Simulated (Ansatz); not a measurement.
**H₂S₃: ionisation energy by level of theory**

Aim: the vertical ionisation energy of H₂S₃, as cation minus neutral at the neutral's geometry, on several levels, and how well −ε(HOMO) stands in for it.

Computed with Ansatz 0.2.0, Gaussian basis. Level: unrestricted cation, the program's frozen cores in correlated methods.

The runs, in order: UKS PBE-D4/def2-TZVPP; UKS r2SCAN-D4/def2-TZVPP; UKS PBE0-D4/def2-TZVPP; UKS B3LYP-D4/def2-TZVPP; UKS wB97X-V/def2-TZVPP; UKS wB97M-V/def2-TZVPP; UKS B2PLYP/def2-TZVPP; UHF-CCSD(T)/def2-TZVPP; UHF-MP2/def2-QZVPP; extrapolation to the limit; then −ε(HOMO) from the neutral's earlier runs with LDA (SPW92), PBE-D4, revPBE-D4, BLYP-D4, r2SCAN-D4, B97M-V, PBE0-D4, B3LYP-D4, r2SCANh-D4, r2SCAN0-D4, HSE06-D4, BHLYP-D4, CAM-B3LYP-D4, LC-ωPBE, ωB97X-V, ωB97M-V.

### Step 1. The geometry

The geometry comes from an earlier relaxation with PBE0-D4 in a triple-zeta def2 set; it is a stationary point.

5 atoms, charge 0, spin multiplicity 1.

Atoms are counted from 1 here; the program's logs count them from 0.

Bond lengths: S1–S2 2.045 Å, S1–H4 1.348 Å, S2–S3 2.045 Å, S3–H5 1.348 Å. Angles: S2–S1–H4 98.3°, S1–S2–S3 107.8°, S2–S3–H5 98.3°.

### Step 2. Cation, UKS PBE-D4/def2-TZVPP

Contents of in.yaml:

```yaml
crystal:
  periodic: [false, false, false]
  atoms:
    - {symbol: S, position_ang: [-1.569736, -0.757232, 0.062424]}
    - {symbol: S, position_ang: [-0.374141, 0.754028, 0.747860]}
    - {symbol: S, position_ang: [1.543913, 0.048415, 0.827139]}
    - {symbol: H, position_ang: [-1.475770, -0.497348, -1.256497]}
    - {symbol: H, position_ang: [1.925533, 0.378436, -0.422428]}
basis:
  gaussian: {orbitals: def2-TZVPP}
total_charge: 1
magnetization: {spin_polarized: true, initial_magnetization: 1}
hamiltonian: {xc: pbe, dispersion: d4}
```

Started as:

```sh
> ansatz run in.yaml --threads 2 --pin off --events-out ev --progress --plain --max-ram 4352MiB
```

Further steps of the session: Cation, UKS r2SCAN-D4/def2-TZVPP; Cation, UKS PBE0-D4/def2-TZVPP; Cation, UKS B3LYP-D4/def2-TZVPP; Cation, UKS wB97X-V/def2-TZVPP; Cation, UKS wB97M-V/def2-TZVPP; Cation, UKS B2PLYP (frozen core)/def2-TZVPP; Cation, UHF-CCSD(T)/def2-TZVPP; Cation, UHF-MP2/def2-QZVPP.

Q: Predict the results of all the runs planned. Wanted: ionisation energy, CCSD(T)/CBS; nearest functional by difference; nearest −ε(HOMO); −ε(HOMO) of PBE; T1 of the cation.

As calculated:

| quantity | value |
| --- | --- |
| ionisation energy, CCSD(T)/CBS | 9.84 eV |
| nearest functional by difference | ωB97X-V (-0.10 eV) |
| nearest −ε(HOMO) | ωB97X-V (-0.08 eV) |
| −ε(HOMO) of PBE | 6.25 eV |
| T1 of the cation | 0.049 |

In words: Energy differences with functionals land within 0.50 eV of the reference. The PBE orbital energy is 3.6 eV too small: a semilocal HOMO is no ionisation energy. Among orbital estimates ωB97X-V comes nearest. Hartree-Fock falls 0.98 eV short, as the neutral has more correlation energy than the cation. The cation's T1 (from the report) is 0.049, above the customary mark of 0.045 for open shells, so the coupled-cluster value is less safe.
